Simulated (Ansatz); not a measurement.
This geometry of CH$_{5}$Si$_{2}$ (8 atoms, charge 0, multiplicity 2) is a first-order saddle point.

Computed with UKS B3LYP-D4/STO-3G (Ansatz 0.2.0).

```xyz
8
Properties=species:S:1:pos:R:3
Si -1.371 1.065 -0.151
C 0.078 0.297 0.716
Si 1.103 -0.875 0.084
H -2.316 0.030 -0.550
H -0.932 1.684 -1.396
H 0.287 0.642 1.734
H 2.217 -1.438 0.809
H 0.934 -1.404 -1.247
```

Q: Which two structures does it join? (They come from a converged band through this point; their orientation in space is the band's.)

A: No bond is made or broken. The dihedral H5–Si1–C2–Si3 goes from -167 to 19°.

Initial state:

```xyz
8
Properties=species:S:1:pos:R:3
Si -1.181 1.023 -0.386
C 0.277 0.378 0.364
Si 0.651 -1.322 0.650
H -1.718 0.219 -1.465
H -1.104 2.420 -0.760
H 0.848 1.093 0.972
H 2.029 -1.585 1.009
H 0.197 -2.226 -0.385
```

Final state:

```xyz
8
Properties=species:S:1:pos:R:3
Si -0.794 1.111 -0.809
C 0.255 0.379 0.396
Si 0.655 -1.319 0.576
H -1.459 2.339 -0.423
H -1.707 0.200 -1.465
H 0.712 1.064 1.120
H 1.930 -1.628 1.190
H 0.408 -2.146 -0.586
```

Q: How far does it lie above each of them?

A: 0.33 eV above the first and 0.33 eV above the second. This is the barrier of this one path; another mechanism may lie lower. Limits of this set-up: minimal basis.

Run time: 47 s on 1 thread of Intel(R) Xeon(R) 6975P-C (Granite Rapids) (shared host), peak memory 0.12 GiB.
